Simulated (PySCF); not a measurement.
C₃H₄. Atoms are numbered in the order given.

```xyz
7

C      0.0000     0.0000    -1.3001
C      0.0000     0.0000     0.0000
C      0.0000     0.0000     1.3001
H      0.6550     0.6550    -1.8632
H     -0.6550    -0.6550    -1.8632
H      0.6550    -0.6550     1.8632
H     -0.6550     0.6550     1.8632
```

Geometry: B3LYP-D3(BJ)/def2-TZVP.

Level of theory: PBE0/def2-TZVPD (PySCF).

Symmetry labels are those of the subgroup D2 that the program uses (full group D2d).

Computed valence orbital energies around the gap with their symmetry:
```tsv
orbital	symmetry	energy (eV)
HOMO−7	A	-22.30
HOMO−6	B1	-19.85
HOMO−5	A	-14.72
HOMO−4	B1	-12.78
HOMO−3	B2	-12.53
HOMO−2	B3	-12.53
HOMO−1	B2	-7.74
HOMO	B3	-7.74
LUMO	B2	0.25
LUMO+1	B3	0.25
LUMO+2	A	0.45
LUMO+3	B1	1.21
```
